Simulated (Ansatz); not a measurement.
**AlClH2O (built from SMILES [OH][AlH][Cl]): search for a transition state**

Wanted: the transition state of a 1,1-elimination (form Cl2–H3 and break Al1–Cl2, Al1–H3). The guess is relaxed with those distances held, a saddle search follows, and vibrations and two downhill relaxations check it.

Method: PBE0-D4, def2-SVP first, then def2-TZVP; program: Ansatz 0.2.0, Gaussian basis.

114 further runs of the same task are left out: 114 set aside as unsound or not needed.

**1. The system as given**

The guess: 5 atoms, charge 0, spin multiplicity 1.

Atoms are counted from 1 here; the program's logs count them from 0.

Bond lengths: Al1–H3 1.539 Å, Al1–O4 1.638 Å, O4–H5 0.952 Å. Angles: H3–Al1–O4 168.6°, Al1–O4–H5 177.6°.

As a file:

```mol
AlClH2O
  3D, bonds by distance, orders not assigned

  5  3  0  0  0  0  0  0  0  0999 V2000
    0.0027    0.0563    0.0563 Al  0  0
    1.4026   -2.1847   -1.5198 Cl  0  0
    1.1674   -0.8284   -0.4220 H   0  0
   -1.0081    1.1521    0.7361 O   0  0
   -1.5647    1.8046    1.1493 H   0  0
  1  3  8  0
  1  4  8  0
  4  5  8  0
M  END
```

Distances that are to change: Cl2–H3 1.76 Å, Al1–Cl2 3.08 Å, Al1–H3 1.54 Å.

**2. Constrained relaxation of the guess**

Input file hold/in.yaml:

```yaml
crystal:
  periodic: [false, false, false]
  atoms:
    - {symbol: Al, position_ang: [0.002700, 0.056300, 0.056300]}
    - {symbol: Cl, position_ang: [1.402600, -2.184700, -1.519800]}
    - {symbol: H, position_ang: [1.167400, -0.828400, -0.422000]}
    - {symbol: O, position_ang: [-1.008100, 1.152100, 0.736100]}
    - {symbol: H, position_ang: [-1.564700, 1.804600, 1.149300]}
basis:
  gaussian: {orbitals: def2-SVP}
hamiltonian: {xc: pbe0, dispersion: d4}
relax: {f_tol: 0.04, max_steps: 150, escape_saddle: false, constraints: [{distance: [1, 2]}, {distance: [0, 1]}, {distance: [0, 2]}]}
```

On the command line:

```console
ansatz run in.yaml --threads 2 --pin off --events-out ev --progress --plain --max-ram 4352MiB
```

The runs that follow: Force constants to start from; Saddle search in the small basis; Saddle search in triple zeta; Vibrations at the point found; Relaxing after a step of 0.30 Å one way along the mode; Relaxing after a step of 0.30 Å the other way along the mode.

Before running it: what results should come out? Wanted: imaginary mode; barrier from the start side; barrier from the end side; energy of the step; pairs that change; zero-point energy at the saddle.

The runs gave:

```
                       quantity                                         value
                 imaginary mode                                    1001i cm⁻¹
    barrier from the start side                                  287.2 kJ/mol
      barrier from the end side                                   72.5 kJ/mol
             energy of the step                                 +214.7 kJ/mol
              pairs that change  Cl2–H3 formed, Al1–Cl2 broken, Al1–H3 broken
zero-point energy at the saddle                                      0.496 eV
```

The point has a single imaginary mode (1001i cm⁻¹), as a transition state must. The two relaxations end on the structures that were planned. At PBE0-D4/def2-TZVP the electronic barrier is 287.2 kJ/mol, about 116 kT at 298 K, and the step runs 214.7 kJ/mol uphill. The barrier is thin enough for tunnelling; the leading (Wigner) term alone is a factor of 2.0 at 298 K. These are plain relaxations, not an intrinsic reaction coordinate.
